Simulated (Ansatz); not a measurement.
**LiZn3: computed properties**

Theory: Ansatz, DFT r2SCAN, scalar-relativistic, plane waves, PAW.

Cutoff 500 eV; k points 12×12×12 on the computed 4-atom cell (Γ-centred); Gaussian smearing, width 0.10 eV; no spin polarisation.

The structure is relaxed at this level of theory with its symmetry kept. Whether it is the stable form of this composition wasn't checked.

```
Li Zn
1.0
     0.00000    3.01170    3.01170
     3.01170    0.00000    3.01170
     3.01170    3.01170    0.00000
Li Zn
1 3
Cartesian
  0.0000 0.0000 0.0000
  1.5059 1.5059 1.5059
  4.5176 4.5176 4.5176
  3.0117 3.0117 3.0117
```

Question: Formation energy from the elements' standard states (uncorrected)?

Answer: -0.165 eV/atom.

Question: Density of states at the Fermi level?

Answer: 0.82 states/eV per cell.

Question: Bulk modulus?

Answer: 70 GPa.

Question: Its pressure derivative?

Answer: 4.8.

Question: Bader charges (e)?

Answer: Li (1 in the cell) 0.84, Zn (2 in the cell) -0.25, Zn (1 in the cell) -0.34.

Cost: 6 runs of about 2.9 core-minutes in all, on Arm Neoverse V2 (shared hosts).